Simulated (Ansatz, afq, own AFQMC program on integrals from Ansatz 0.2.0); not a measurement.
**BSiH$_{3}$, singlet in aug-cc-pVDZ, levels against CCSDT(Q)**

```yaml
atoms:
  - { symbol: Si, position_ang: [0.0000, 0.0000, 0.5052] }
  - { symbol: B, position_ang: [0.0000, 0.0000, -1.3160] }
  - { symbol: H, position_ang: [0.0000, 1.2660, 1.2662] }
  - { symbol: H, position_ang: [0.0000, -1.2660, 1.2662] }
  - { symbol: H, position_ang: [0.0000, 0.0000, -2.4954] }
```

Connectivity, by distances: SiH2–BH.

Basis aug-cc-pVDZ. Noble-gas cores (and the filled d shells of Ga–Kr and In–Xe) are frozen. Integrals, coupled cluster, full CI and functionals: Ansatz 0.2.0; the random walks run on the same integrals in our own AFQMC program. The CISD trial takes its coefficients from CCSD amplitudes. Released means that phaseless walkers are propagated on without the constraint, phases kept. Uncertainties: one standard error, sampling alone.

Determinant: UHF, the one that the program's search chose, which needn't be the lowest solution. The geometry is a PBE0/def2-TZVP stationary point of this or a neighbouring charge and spin state.

No full CI on the walks' own integrals is used here; CCSDT(Q) serves as the reference and is uncertain by about the last step of the cluster series.

Cautions: an unrestricted solution with more broken spin lies lower (28 meV, ⟨S²⟩ 0.27), while this determinant keeps restricted orbitals.

```
T1 diagnostic                               : 0.0179
weight of the determinant in the CISD state : 0.859
⟨S²⟩ of the determinant                     : 0.000
size of the correlated space                : 10 electrons in 71 orbitals
```

```csv
level,correlation energy (eV)
MP2,-4.8634
CCSD,-5.9277
CCSD(T),-6.1548
```

Estimate where phaseless AFQMC with a CISD trial lies against CCSD(T) on the same integrals.

1.32 ± 0.18 mEh below CCSD(T).

Reference: CCSDT(Q), correlation energy -6.208 eV. The released energy is read at 2.40 1/Eh (meV from the phaseless value at times in 1/Eh: -6 ± 4 at 0.24, -10 ± 4 at 0.51, -14 ± 4 at 0.99, -20 ± 3 at 1.62, -16 ± 4 at 2.40).

| level | E − E(reference) (mEh) | share of correlation (%) |
| --- | --- | --- |
| CCSD(T) | 1.94 | 99.15 |
| CCSDT | 0.52 | 99.77 |
| ph-AFQMC/HF | 0.84 ± 0.92 | 99.63 |
| ph-AFQMC/CISD | 0.61 ± 0.18 | 99.73 |
| released AFQMC | 0.01 ± 0.15 | 99.99 |

A walk keeps the symmetry of its determinant, which the program's search chose and which needn't be the lowest solution, so a lower state of the same spin and another symmetry isn't excluded. Released energies are given only where the last usable release times agree within the noise; a slower fall can still hide under it.
